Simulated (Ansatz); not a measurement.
Two structures of SiH$_{4}$F, doublet, reached by relaxing down either side of one saddle point (PBE0-D4/def2-TZVP). Energies are electronic, without zero-point energy. Program: Ansatz 0.2.0. Basis: def2-TZVPP and def2-QZVPP. Cores are frozen in the correlated methods; orbitals are unrestricted. Extrapolation: Hartree–Fock as exp(−7.88 √X), correlation as X^−2.97. First:

```
atom    x (Å)    y (Å)    z (Å)
  H1  -0.6358   0.2821   0.2701
 Si2   0.6882  -0.2777  -0.0898
  F3   0.7267  -0.5000  -1.6737
  H4  -3.4462   1.4169   0.6489
  H5   1.7703   0.6667   0.2746
  H6   0.8967  -1.5881   0.5697
```

Second:

H1  (-1.978, 0.818, 0.394)
Si2  (0.627, -0.322, -0.607)
F3  (1.929, -0.920, -1.329)
H4  (-1.738, 0.817, 1.102)
H5  (1.022, 0.944, 0.071)
H6  (0.139, -1.336, 0.368)
(Å)

Task: Which bonds change from the first to the second?

Result: SiH₃F ([F][SiH3]) + H → SiH₂F ([F][SiH2]) + H₂; bonds formed: H1–H4; bonds broken: H1–Si2.

Task: Give the saddle point's structure and its height above each. (An estimate is asked for; the value comes from the calculation.)

Result: The calculation gives: 5.84 kcal/mol above the first and 16.49 kcal/mol above the second (CCSD(T) at an estimated basis limit (MP2 extrapolated from triple and quadruple zeta, plus CCSD(T) − MP2 in triple zeta)).
H1  (-0.974, 0.411, 0.261)
Si2  (0.441, -0.178, -0.056)
F3  (0.530, -0.419, -1.635)
H4  (-2.116, 0.880, 0.466)
H5  (1.498, 0.786, 0.334)
H6  (0.620, -1.480, 0.630)
(Å)

T1 diagnostic: at most 0.014. ⟨S²⟩ of the unrestricted Hartree–Fock references: 0.75 to 0.76 (a pure state has 0.75).

Radical steps of this kind take place in plasma deposition and etching.

Labels in which every atom is bracketed show which atoms are joined, not bond orders.

For scale, one of the runs: CCSD(T)/def2-TZVPP, 129 basis functions, launched by `ansatz run in.yaml --threads 2 --pin off --events-out ev --progress --plain --max-ram 4352MiB`. The run took 18 s on 2 CPU threads of an Intel Xeon Platinum 8488C (shared host), with 1.3 GiB of host memory at its peak.
